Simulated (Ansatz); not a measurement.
Basis-set extrapolation for C4H8O (`CC1(C)CO1`) (PBE0-D4/def2-TZVP geometry, frozen core, Ansatz). Multiplicity 1, RHF reference.

```
                      def2-TZVPP   def2-QZVPP
                 HF  -231.043401  -231.054267
    MP2 correlation    -0.922667    -0.984347
CCSD(T) correlation    -1.000095      not run
```

Energies in hartree. Use E(X) = E(∞) + A·exp(−7.88·√X) for Hartree–Fock and E(X) = E(∞) + B·X^(−2.97) for correlation, with X = 3 and 4, and add CCSD(T) minus MP2 of the smaller set to the MP2 limit.

Problem. What is the CCSD(T) energy at the basis-set limit?

Solution. HF limit: -231.054267 + (-0.010866) × 0.13774 = -231.05576. MP2 limit: -0.984347 + (-0.061680) × 0.74074 = -1.03004. Higher-order term: -1.000095 − (-0.922667) = -0.07743. Total: -232.16323 hartree, 314.4 kJ/mol below CCSD(T)/def2-TZVPP.
